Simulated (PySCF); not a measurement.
Stepwise substitution at one centre (Si Cl-Br). Isolated molecules, 0 K electronic values unless said otherwise. Strings in code marks are SMILES.

Computed with PBE-D3(BJ)/def2-TZVP // B3LYP-D3(BJ)/def2-TZVP run with PySCF. All candidates: neutral, multiplicity 1. Excitations are Tamm–Dancoff values on a coarser integration grid. The basis has no diffuse functions, so Rydberg states are missing or too high.

```
Quantity              Result
-------------------  -------
dipole moment         0.00 D
HOMO–LUMO gap        4.73 eV
S1 excitation (TDA)  4.86 eV
```

Q: Say which member has these values.
(A) `Cl[Si](Cl)(Br)Br`
(B) `Br[Si](Br)(Br)Br`
(C) `Cl[Si](Br)(Br)Br`
(D) `Cl[Si](Cl)(Cl)Cl`

A: B, `Br[Si](Br)(Br)Br`. The others give `Cl[Si](Cl)(Cl)Cl`: 0.00 D, 6.37 eV, 6.51 eV; `Cl[Si](Br)(Br)Br`: 0.10 D, 4.92 eV, 5.07 eV; `Cl[Si](Cl)(Br)Br`: 0.11 D, 5.23 eV, 5.41 eV
